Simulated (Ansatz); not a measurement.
# CH5Si radical: how energies converge with the basis set

An exercise on one series of results from a longer session: the logs are not shown, and one member is left open.

Computed with Ansatz 0.2.0, Gaussian basis. Level: one geometry, several basis sets.

Levels to be run: PBE0-D4/def2-SVP; ωB97M-V/def2-SVP; PBE0-D4/def2-QZVPP; ωB97M-V/def2-QZVPP; the functionals' def2-TZVPP values are taken from earlier runs.

## The relaxed structure

The geometry comes from an earlier relaxation with PBE0-D4 in a triple-zeta def2 set; it is a stationary point, not always the lowest conformer.

7 atoms, charge 0, spin multiplicity 2.

Atoms are counted from 1 here; the program's logs count them from 0.

Bond lengths: C1–Si2 1.875 Å, C1–H3 1.094 Å, C1–H4 1.092 Å, C1–H5 1.092 Å, Si2–H6 1.491 Å, Si2–H7 1.491 Å. Angles: Si2–C1–H3 110.5°, Si2–C1–H4 110.8°, Si2–C1–H5 110.8°, H3–C1–H4 108.1°, H3–C1–H5 108.1°, H4–C1–H5 108.3°, C1–Si2–H6 111.8°, C1–Si2–H7 111.8°, H6–Si2–H7 109.5°.

The first run:

File in.yaml:

```yaml
crystal:
  periodic: [false, false, false]
  atoms:
    - {symbol: C, position_ang: [-0.122559, -0.803175, 0.095204]}
    - {symbol: Si, position_ang: [0.176159, 1.034758, 0.314025]}
    - {symbol: H, position_ang: [-0.204816, -1.054886, -0.966552]}
    - {symbol: H, position_ang: [0.699171, -1.383331, 0.519527]}
    - {symbol: H, position_ang: [-1.047092, -1.107736, 0.589524]}
    - {symbol: H, position_ang: [-0.951486, 1.846360, -0.225715]}
    - {symbol: H, position_ang: [1.450614, 1.468010, -0.326024]}
basis:
  gaussian: {orbitals: def2-SVP}
magnetization: {spin_polarized: true, initial_magnetization: 1}
hamiltonian: {xc: pbe0, dispersion: d4}
output: {orbitals: {seedname: orbitals}}
```

Among the steps run: PBE0-D4 in def2-SVP; ωB97M-V in def2-SVP; PBE0-D4 in def2-QZVPP; ωB97M-V in def2-QZVPP.

One of the session's tables, all rows but one given; the rest of the session is left out.

It belongs to the step «Functionals by basis». 

| functional | basis | HOMO (eV) | LUMO (eV) |
| --- | --- | --- | --- |
| PBE0-D4 | def2-SVP | -5.88 | -2.00 |
| PBE0-D4 | def2-TZVPP | -5.90 | -2.06 |
| PBE0-D4 | def2-QZVPP | -5.91 | -2.09 |
| ωB97M-V | def2-SVP | ? | ? |
| ωB97M-V | def2-TZVPP | -7.64 | -0.46 |
| ωB97M-V | def2-QZVPP | -7.66 | -0.53 |

Q: Estimate the row for ωB97M-V, def2-SVP from the others.

**Answer.** HOMO (eV): -7.59; LUMO (eV): -0.32. In the column «HOMO (eV)» it lies between ωB97M-V, def2-TZVPP (-7.64) and PBE0-D4, def2-QZVPP (-5.91).
